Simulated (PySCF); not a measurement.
Molecule: SMILES O=C1CCC1, C4H6O.

Bonds (- single, = double, # triple, : aromatic): O1=C2, C2-C3, C3-C4, C4-C5, C5-C2. C3 carries H6, H7; C4 carries H8, H9; C5 carries H10, H11.

Frames of a GFN2-xTB Langevin trajectory at 200 K; GIAO PBE0/pcSseg-1 shieldings in PySCF, gas phase, non-relativistic; equivalent atoms averaged within each frame.

Chemical shifts δ = σref − σ; ¹⁷O (336.08 ppm) vs H2O; TMS for ¹³C (186.93 ppm) and ¹H (31.72 ppm), all at this level. The references are static minima.

Question: How do the shifts (ppm) fluctuate along the trajectory?

Answer: 
| time (fs) | O1 | C2 | C3/C5 | C4 | H6/H7/H10/H11 | H8/H9 |
| --- | --- | --- | --- | --- | --- | --- |
| optimised geometry | 684.3 | 213.8 | 48.6 | 10.1 | 3.12 | 1.88 |
| 250 | 666.6 | 212.5 | 52.2 | 19.3 | 3.52 | 3.35 |
| 425 | 702.0 | 212.9 | 45.3 | 13.1 | 2.69 | 2.44 |
| 625 | 696.8 | 213.6 | 47.0 | 14.6 | 3.34 | 2.59 |
| 800 | 669.4 | 207.9 | 43.1 | 10.2 | 2.76 | 1.84 |
| 1000 | 690.6 | 213.1 | 51.6 | 14.2 | 3.40 | 2.19 |
| mean of frames | 685.1 | 212.0 | 47.8 | 14.3 | 3.14 | 2.48 |
| standard deviation | 16.1 | 2.3 | 4.0 | 3.3 | 0.39 | 0.56 |

5 frames give an uncertainty of the mean of about the standard deviation over 2.2 at best, since frames this close in time may not be independent; classical motion lacks zero-point vibration, and the reference would need the same averaging.
